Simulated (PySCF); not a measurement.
PySCF input (BP86/def2-SVP):

```python
from pyscf import gto, dft

mol = gto.M(
    atom='''
    C     0.11024100    0.06590200    0.32628600
    C    -0.13743100   -0.05229700    1.54461500
    C     0.03000600   -0.00054800   -1.11925600
    H     0.00605400    0.99817200   -1.56053800
    H     0.86832100   -0.56246300   -1.53665800
    H    -0.89127500   -0.51405500   -1.41267500
    ''',
    basis='def2-svp',
    charge=0,
    spin=1,
    verbose=4,
)

mf = dft.UKS(mol, xc='bp86')
mf.grids.level = 3
mf.conv_tol = 1e-9
mf.max_cycle = 100
mf.max_memory = 1500
mf.kernel()
if not mf.converged:
    mf = mf.newton()
    mf.kernel(mf.make_rdm1())
mo, _, stable, _ = mf.stability(return_status=True)
if not stable:
    mf.kernel(mf.make_rdm1(mo, mf.mo_occ))
    stable = mf.stability(return_status=True)[2]
mf.dip_moment()
```

From the output:

```
  HOMO = -0.227338501388  LUMO = -0.211366441006  gap/eV = 0.43462
cycle= 3 E= -115.786136787767  delta_E= -0.0255  |g|= 0.302  |ddm|= 0.829
  alpha nocc = 11  HOMO = -0.251830096864327  LUMO = 0.0022757760251868
  beta  nocc = 10  HOMO = -0.241196156107708  LUMO = -0.214374537035978
  HOMO = -0.241196156108  LUMO = -0.214374537036  gap/eV = 0.72985
cycle= 4 E= -115.839785019022  delta_E= -0.0536  |g|= 0.0754  |ddm|= 0.492
  alpha nocc = 11  HOMO = -0.253949597823137  LUMO = 0.00205948529808708
  beta  nocc = 10  HOMO = -0.243016519415632  LUMO = -0.215216612928837
  HOMO = -0.243016519416  LUMO = -0.215216612929  gap/eV = 0.75647
cycle= 5 E= -115.843003549181  delta_E= -0.00322  |g|= 0.0213  |ddm|= 0.118
  alpha nocc = 11  HOMO = -0.2505408134836  LUMO = 0.0042870424723942
  beta  nocc = 10  HOMO = -0.239552391806228  LUMO = -0.210965145511762
  HOMO = -0.239552391806  LUMO = -0.210965145512  gap/eV = 0.77790
cycle= 6 E= -115.843168390072  delta_E= -0.000165  |g|= 0.012  |ddm|= 0.0325
  alpha nocc = 11  HOMO = -0.251796832039493  LUMO = 0.00347481356920598
  beta  nocc = 10  HOMO = -0.240759571843536  LUMO = -0.211791462304732
  HOMO = -0.240759571844  LUMO = -0.211791462305  gap/eV = 0.78826
cycle= 7 E= -115.843251084808  delta_E= -8.27e-05  |g|= 0.00452  |ddm|= 0.012
  alpha nocc = 11  HOMO = -0.25171671889149  LUMO = 0.00349158804642125
  beta  nocc = 10  HOMO = -0.240620853240514  LUMO = -0.211588319811451
  HOMO = -0.240620853241  LUMO = -0.211588319811  gap/eV = 0.79002
cycle= 8 E= -115.843262041393  delta_E= -1.1e-05  |g|= 0.00212  |ddm|= 0.00762
  alpha nocc = 11  HOMO = -0.251695352698735  LUMO = 0.00346435499717801
  beta  nocc = 10  HOMO = -0.240563303626486  LUMO = -0.211530091894847
  HOMO = -0.240563303626  LUMO = -0.211530091895  gap/eV = 0.79003
cycle= 9 E= -115.843264996737  delta_E= -2.96e-06  |g|= 0.0011  |ddm|= 0.00549
  alpha nocc = 11  HOMO = -0.251667436047692  LUMO = 0.00344794653711622
  beta  nocc = 10  HOMO = -0.240513045709871  LUMO = -0.211470705383482
  HOMO = -0.24051304571  LUMO = -0.211470705383  gap/eV = 0.79028
cycle= 10 E= -115.843266023203  delta_E= -1.03e-06  |g|= 0.000438  |ddm|= 0.00436
  alpha nocc = 11  HOMO = -0.251660143668691  LUMO = 0.00343318510398571
  beta  nocc = 10  HOMO = -0.240495069764359  LUMO = -0.211454618955386
  HOMO = -0.240495069764  LUMO = -0.211454618955  gap/eV = 0.79023
cycle= 11 E= -115.843266168859  delta_E= -1.46e-07  |g|= 4e-05  |ddm|= 0.00209
  alpha nocc = 11  HOMO = -0.251656804708089  LUMO = 0.00343366619229313
  beta  nocc = 10  HOMO = -0.240491459154136  LUMO = -0.211455856406237
  HOMO = -0.240491459154  LUMO = -0.211455856406  gap/eV = 0.79010
cycle= 12 E= -115.843266171171  delta_E= -2.31e-09  |g|= 1.41e-05  |ddm|= 0.000191
  alpha nocc = 11  HOMO = -0.251655562870673  LUMO = 0.00343514067699191
  beta  nocc = 10  HOMO = -0.240490663595385  LUMO = -0.211454924654895
  HOMO = -0.240490663595  LUMO = -0.211454924655  gap/eV = 0.79010
cycle= 13 E= -115.843266171328  delta_E= -1.57e-10  |g|= 4.3e-06  |ddm|= 2.82e-05
  alpha nocc = 11  HOMO = -0.251656695923273  LUMO = 0.00343394884523418
  beta  nocc = 10  HOMO = -0.240491640763506  LUMO = -0.211456458556137
  HOMO = -0.240491640764  LUMO = -0.211456458556  gap/eV = 0.79009
Extra cycle  E= -115.843266171231  delta_E= 9.63e-11  |g|= 1.32e-05  |ddm|= 2.19e-05
converged SCF energy = -115.843266171231  <S^2> = 0.75615684  2S+1 = 2.0061474
uhf_internal: lowest eigs of H = [0.01765427 0.04426327 0.28697172]
<class 'pyscf.dft.uks.UKS'> wavefunction is stable in the internal stability analysis
Dipole moment(X, Y, Z, Debye):  0.43125,  0.19965, -2.52198
```

The geometry given is a B3LYP-D3(BJ)/def2-TZVP minimum.
